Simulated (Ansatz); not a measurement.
Geometry optimisation, Ansatz 0.2.0, RKS LDA/def2-TZVP.

input.yaml

```yaml
crystal:
  periodic: [false, false, false]
  atoms:
    - { symbol: F, position_ang: [-0.97029, 0.34451, -0.48937] }
    - { symbol: H, position_ang: [-0.00281, -0.00129, -0.00162] }
    - { symbol: F, position_ang: [0.97311, -0.34322, 0.491] }
total_charge: -1
basis:
  gaussian: { orbitals: def2-TZVP }
hamiltonian:
  xc: lda
relax:
  f_tol: 0.02
  max_steps: 40
```

Command:

```bash
$ ansatz run input.yaml --threads 1 --pin off --max-ram 2048MiB --backend cpu --events-out ev --progress --plain --runs-dir out
```

**Question.** Where does it end, and by what steps?

**Answer.** The run converged. Limits of this set-up: an anion without diffuse functions, the dipole of an ion depends on the origin. After 3 steps the energy has fallen by 0.002 eV; F1 moved furthest, 0.01 Å.

| step | energy less start (eV) | largest force component (eV/Å) | accepted |
| --- | --- | --- | --- |
| 0 | 0.0000 | 0.192 | yes |
| 1 | -0.0012 | 0.083 | yes |
| 2 | -0.0015 | 0.023 | yes |
| 3 | -0.0015 | 0.000 | yes |

```xyz
3
Properties=species:S:1:pos:R:3
F -0.978 0.346 -0.493
H 0.000 0.000 0.000
F 0.978 -0.346 0.493
```

Time of the run: 2.6 s on 1 CPU thread of a shared host.
